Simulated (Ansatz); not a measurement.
# BNH3 (SMILES B[NH]): levels of theory compared

We compute a comparison of 4 runs (UHF/pcseg-1, UB3LYP/6-31G*, USVWN5/6-31+G*, UCAM-B3LYP/def2-SVP) of BNH3. 

Program for the calculation: Ansatz 0.2.0.

6 further runs of the same task are left out: 2 that didn't finish, 4 set aside as unsound or not needed.

## Step 1: The system as given

BNH3: 5 atoms, total charge 0, spin state doublet. SMILES: `B[NH]`. The coordinates come from a PBE0-D4/def2-TZVP relaxation.

Bond lengths: B1–N2 1.329 Å, B1–H3 1.210 Å, B1–H4 1.204 Å, N2–H5 0.999 Å. Angles: B1–N2–H5 163.9°, N2–B1–H3 118.8°, N2–B1–H4 121.2°, H3–B1–H4 119.9°.

## Step 2: Energy and forces at UHF/pcseg-1 (run 1)

File run.yaml:

```yaml
crystal:
  periodic: [false, false, false]
  atoms:
    - {symbol: B, position_ang: [-0.310800, -0.370100, -0.091600]}
    - {symbol: "N", position_ang: [0.531200, 0.655200, -0.019800]}
    - {symbol: H, position_ang: [-0.414800, -1.107400, 0.862500]}
    - {symbol: H, position_ang: [-0.964100, -0.573100, -1.081900]}
    - {symbol: H, position_ang: [1.208400, 1.321700, 0.289300]}
basis:
  gaussian:
    orbitals: pcseg-1.json
magnetization:
  spin_polarized: true
  initial_magnetization: 1
hamiltonian:
  xc: hf
accuracy: high
output:
  forces: true
  orbitals: {seedname: orbitals}
```

The basis set pcseg-1 is read from a file made from the Basis Set Exchange's data (not shown).

Run with:

```sh
$ ansatz run run.yaml --threads 1 --pin off --max-ram 2610MiB --events-out events.jsonl --progress --plain --runs-dir runs
```

The log of the run:

```text
Warning: RAYON_NUM_THREADS=1 ignored (pool sized by the plan → 1); use --threads N
Functional definition: HF
  name "HF"
  exchange = exact_x
  correlation = 0
951 factors; integrals over basis functions are off by at most 3.2e-9 eV
mean field evaluation 1: about -2196.2038 eV, gradient 2.1e1 eV
mean field evaluation 2: about -2196.2067 eV, gradient 2.1e1 eV
mean field evaluation 4: about -2198.9909 eV, gradient 3.2e0 eV
mean field evaluation 8: about -2199.2657 eV, gradient 2.4e-1 eV
mean field evaluation 16: about -2192.6091 eV, gradient 1.7e1 eV
mean field -2199.26707940 eV, -80.8215744513 hartree, gradient 1.6e-8 eV, S^2 0.772145; 0 other end points of the search recorded, 0 dependent functions left out
the calculation of the forces begins
reference -2199.26707940 eV, -80.8215744513 hartree; 8, 7 occupied and 35, 36 virtual orbitals, 951 factors
Total energy: -2199.26707940 eV, -80.8215744513 hartree
Atom 0 at    -0.310800    -0.370100    -0.091600 Å, force    -1.122530    -1.436937     0.015273 eV/Å
Atom 1 at     0.531200     0.655200    -0.019800 Å, force     1.176490     1.409847     0.136837 eV/Å
Atom 2 at    -0.414800    -1.107400     0.862500 Å, force     0.060058     0.197961    -0.191892 eV/Å
Atom 3 at    -0.964100    -0.573100    -1.081900 Å, force     0.177732     0.126401     0.156950 eV/Å
Atom 4 at     1.208400     1.321700     0.289300 Å, force    -0.291750    -0.297271    -0.117167 eV/Å
Dipole moment:     0.239901     0.252696     0.083539 e Å
```

It took 1.1 s on 1 thread of AMD EPYC 7R43 (Zen 3), shared host.

## Step 3: Energy and forces at UB3LYP/6-31G(d) (Cartesian functions) (run 2)

run.yaml, as its differences from that of step 2:

```diff
@@ -10,3 +10,6 @@
   gaussian:
-    orbitals: pcseg-1.json
+    orbitals: "6-31G*"
+output:
+  forces: true
+  orbitals: {seedname: orbitals}
 magnetization:
@@ -14,7 +17,4 @@
   initial_magnetization: 1
+accuracy: high
 hamiltonian:
-  xc: hf
-accuracy: high
-output:
-  forces: true
-  orbitals: {seedname: orbitals}
+  xc: {name: B3LYP}
```

Run with:

```sh
$ ansatz run run.yaml --threads 1 --pin off --max-ram 2610MiB --events-out events.jsonl --progress --plain --runs-dir runs
```

The log of the run:

```text
Warning: RAYON_NUM_THREADS=1 ignored (pool sized by the plan → 1); use --threads N
Functional definition: B3LYP
  name "B3LYP"
  parameter a0 = 0.2
  parameter ax = 0.72
  parameter ac = 0.81
  exchange = (1 - a0 - ax)*slater_x + ax*b88_x + a0*exact_x
  correlation = (1 - ac)*vwn_rpa_c + ac*lyp_c
752 factors; integrals over basis functions are off by at most 3.5e-9 eV
mean field evaluation 1: about -2209.6318 eV, gradient 3.1e1 eV
mean field evaluation 2: about -2201.8503 eV, gradient 4.9e1 eV
mean field evaluation 4: about -2213.7143 eV, gradient 2.2e0 eV
mean field evaluation 8: about -2213.7451 eV, gradient 1.9e-2 eV
mean field evaluation 16: about -2213.7451 eV, gradient 3.8e-6 eV
mean field -2213.74509120 eV, -81.3536315712 hartree, gradient 3.6e-8 eV, S^2 0.757264; 0 other end points of the search recorded, 0 dependent functions left out
the calculation of the forces begins
reference -2213.74511952 eV, -81.3536326121 hartree; 8, 7 occupied and 28, 29 virtual orbitals, 752 factors
Total energy: -2213.74511952 eV, -81.3536326121 hartree
Atom 0 at    -0.310800    -0.370100    -0.091600 Å, force    -0.203049    -0.242665    -0.023907 eV/Å
Atom 1 at     0.531200     0.655200    -0.019800 Å, force     0.118736     0.172020    -0.033323 eV/Å
Atom 2 at    -0.414800    -1.107400     0.862500 Å, force    -0.020520    -0.030190     0.006205 eV/Å
Atom 3 at    -0.964100    -0.573100    -1.081900 Å, force    -0.018685    -0.022306    -0.002616 eV/Å
Atom 4 at     1.208400     1.321700     0.289300 Å, force     0.123518     0.123141     0.053642 eV/Å
Dipole moment:     0.219025     0.220305     0.092625 e Å
```

It took 5.1 s on 1 thread of AMD EPYC 7R43 (Zen 3), shared host.

Run 3 isn't shown in full; the table further down has it.

## Step 4: Energy and forces at UCAM-B3LYP/def2-SVP (run 4)

File run.yaml:

```yaml
basis:
  gaussian: {orbitals: def2-SVP}
crystal:
  periodic: [false, false, false]
  atoms:
    - {symbol: B, position_ang: [-0.310800, -0.370100, -0.091600]}
    - {symbol: N, position_ang: [0.531200, 0.655200, -0.019800]}
    - {symbol: H, position_ang: [-0.414800, -1.107400, 0.862500]}
    - {symbol: H, position_ang: [-0.964100, -0.573100, -1.081900]}
    - {symbol: H, position_ang: [1.208400, 1.321700, 0.289300]}
accuracy: high
hamiltonian: {xc: {name: CAM-B3LYP}}
magnetization: {spin_polarized: true, initial_magnetization: 1}
output: {forces: true, orbitals: {seedname: orbitals}}
```

Run with:

```sh
$ ansatz run run.yaml --threads 1 --pin off --max-ram 2610MiB --events-out events.jsonl --progress --plain --runs-dir runs
```

The log of the run:

```text
Warning: RAYON_NUM_THREADS=1 ignored (pool sized by the plan → 1); use --threads N
Functional definition: CAM-B3LYP
  name "CAM-B3LYP"
  parameter alpha = 0.19
  parameter beta = 0.46
  parameter omega = 0.33/bohr
[... 1 set-up line as earlier in the session ...]
  exchange = (1 - alpha - beta)*b88_x + beta*b88_x_sr(omega) + alpha*exact_x + beta*exact_x_lr(omega)
  correlation = (1 - ac)*vwn5_c + ac*lyp_c
948 factors; integrals over basis functions are off by at most 3.1e-9 eV
241 factors; integrals over basis functions are off by at most 1.4e-9 eV
mean field evaluation 1: about -2207.3291 eV, gradient 2.7e1 eV
mean field evaluation 2: about -2205.3331 eV, gradient 3.4e1 eV
mean field evaluation 4: about -2210.6824 eV, gradient 1.3e0 eV
mean field evaluation 8: about -2210.7079 eV, gradient 2.8e-2 eV
mean field evaluation 16: about -2210.7079 eV, gradient 8.7e-6 eV
mean field -2210.70787899 eV, -81.2420160814 hartree, gradient 9.1e-8 eV, S^2 0.758553; 0 other end points of the search recorded, 0 dependent functions left out
the calculation of the forces begins
reference -2210.70789410 eV, -81.2420166365 hartree; 8, 7 occupied and 35, 36 virtual orbitals, 948 factors
Total energy: -2210.70789410 eV, -81.2420166365 hartree
Atom 0 at    -0.310800    -0.370100    -0.091600 Å, force     0.010167     0.025085    -0.019112 eV/Å
Atom 1 at     0.531200     0.655200    -0.019800 Å, force    -0.085384    -0.092797    -0.024560 eV/Å
Atom 2 at    -0.414800    -1.107400     0.862500 Å, force    -0.027451    -0.141666     0.168212 eV/Å
Atom 3 at    -0.964100    -0.573100    -1.081900 Å, force    -0.131980    -0.046849    -0.191084 eV/Å
Atom 4 at     1.208400     1.321700     0.289300 Å, force     0.234648     0.256228     0.066544 eV/Å
Dipole moment:     0.229359     0.236298     0.088110 e Å
```

Run time: 5.4 s. Hardware: 1 thread of AMD EPYC 7R43 (Zen 3), shared host.

## Step 5: The series

```
run                                 level  Cartesian functions  energy (Eh)  dipole moment (D)  HOMO energy (eV)  LUMO energy (eV)  wall time
  1                           UHF/pcseg-1                   no   -80.821574               1.72            -11.64              2.28      1.1 s
  2   UB3LYP/6-31G* (Cartesian functions)                  yes   -81.353633               1.56             -7.30             -3.13      5.1 s
  3  USVWN5/6-31+G* (spherical functions)                   no   -80.583517               1.16             -6.20             -4.83      2.2 s
  4                   UCAM-B3LYP/def2-SVP                   no   -81.242017               1.64             -9.12             -1.74      5.4 s
```

## Step 6: What came out

```
                                 quantity         value
                      run 4: total energy  -81.24202 Eh
                     run 4: dipole moment        1.64 D
run 4: HOMO energy (highest over α and β)      -9.12 eV
 run 4: LUMO energy (lowest over α and β)      -1.74 eV
                              run 4: ⟨S²⟩         0.759
          run 4: largest force on an atom    0.354 eV/Å
```

The dipole moment (its size) runs from 1.16 D (USVWN5/6-31+G*) to 1.72 D (UHF/pcseg-1). The two ends differ in method and basis. Totals of different functionals can't be ranked against each other. All runs together took 14 s, the longest 5.4 s.
